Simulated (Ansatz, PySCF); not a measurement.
# Where PBE holds and where it fails for zinc-blende GaAs

Programs: Ansatz (a quantum-chemistry and plane-wave program), PySCF.

```json
[
 {"property": "equilibrium lattice constant a (Å)", "PBE": "5.745", "HSE06": "5.683", "PBE0": "5.677", "reference": "5.64", "PBE less reference": "+1.86 %"},
 {"property": "bulk modulus B0 (GPa)", "PBE": "60.3", "HSE06": "72.2", "PBE0": "73.5", "reference": "76.7", "PBE less reference": "-21 %"},
 {"property": "cohesive energy (eV/atom)", "PBE": "3.15", "HSE06": "3.16", "PBE0": "3.08", "reference": "3.34", "PBE less reference": "-0.19 eV/atom"},
 {"property": "band gap (eV), at the measured cell, all with SOC", "PBE": "0.41 (direct)", "HSE06": "1.29", "PBE0": "1.85", "reference": "1.57", "PBE less reference": "-1.16 eV"},
 {"property": "TO(Γ) frequency (cm⁻¹)", "PBE": "252", "HSE06": "268", "PBE0": "270", "reference": "271*", "PBE less reference": "-7.0 %"},
 {"property": "elastic constant C11 (GPa)", "PBE": "99.4", "HSE06": "117", "PBE0": "119", "reference": "119*", "PBE less reference": "-16.5 %"},
 {"property": "elastic constant C44 (GPa)", "PBE": "51.3", "HSE06": "59.6", "PBE0": "60.4", "reference": "60*", "PBE less reference": "-14.5 %"},
 {"property": "polycrystal shear modulus (GPa)", "PBE": "40.7", "HSE06": "47.4", "PBE0": "48.0", "reference": "–", "PBE less reference": "–"},
 {"property": "enthalpy of formation (eV/atom)", "PBE": "-0.352", "HSE06": "-0.452", "PBE0": "-0.462", "reference": "-0.37*", "PBE less reference": "+0.018 eV/atom"}
]
```

PBE is well off the measurement for the lattice constant a (+1.86 %, at least halved by HSE06, PBE0); bulk modulus (-21 %, at least halved by HSE06, PBE0); band gap (-1.16 eV, at least halved by HSE06, PBE0); elastic constant C11 (-16.5 %); elastic constant C44 (-14.5 %).  In between, or not called against an uncorrected reference: cohesive energy (-0.19 eV/atom), zone-centre TO phonon frequency (-7.0 %), formation enthalpy (+0.018 eV/atom). Where no measured value is used, PBE differs from HSE06 by -14.1 % in the Voigt–Reuss–Hill shear modulus.

A star marks values at room or unstated temperature without corrections; heat and zero-point motion as a rule enlarge cells and lower moduli and gaps.

The measured gap has a computed or estimated zero-point shift taken out.

Called good within 0.30 % for the lattice constant a, 5.0 % for the bulk modulus, 0.10 eV/atom for the cohesive energy (and 5 % of it), 0.10 eV for the band gap (and a fifth of it).

Called well off beyond 0.62 % for the lattice constant a, 12.5 % for the bulk modulus, 0.25 eV/atom for the cohesive energy, 0.25 eV for the band gap, 15.0 % for the zone-centre TO phonon frequency, 0.139 eV/atom for the formation enthalpy (bounds picked here from the quality of each reference); against an uncorrected reference the elastic constant C11 is called beyond 10 % where a correction would as a rule widen the miss, else beyond 20 %; against an uncorrected reference the elastic constant C44 is called beyond 10 % where a correction would as a rule widen the miss, else beyond 20 %.

Free atoms are spin-polarised, in the lowest state found; at levels without +SOC their spin–orbit coupling is left out.

Differences are worked out from the printed values.

The references are measured values: lattice constant a corrected to a static lattice, bulk modulus corrected to a static lattice, cohesive energy corrected to a static lattice, band gap corrected to a static lattice, zone-centre TO phonon frequency temperature unstated, elastic constant C11 temperature unstated, elastic constant C44 temperature unstated, formation enthalpy room temperature.

Unless a row names a cell, each level is at its own relaxed cell.

Density-functional gaps are differences of (generalised) Kohn–Sham levels.

Caveats: exact exchange on metals is sensitive to the k mesh and can open a false gap (HSE06); the run warned that the count of filled bands differs between k points (HSE06). Ansatz's density-functional and Hartree–Fock values are scalar-relativistic unless marked +SOC, with PAW data made under PBE.

References as tabulated in, or derived from, Mejia-Rodriguez and Trickey (2018), arXiv:1807.09216; Chen et al. (2018), doi:10.1103/physrevmaterials.2.073803; Han and Bester (2011), arXiv:1107.0196; Bastos et al. (2018), arXiv:1801.07526 and others.
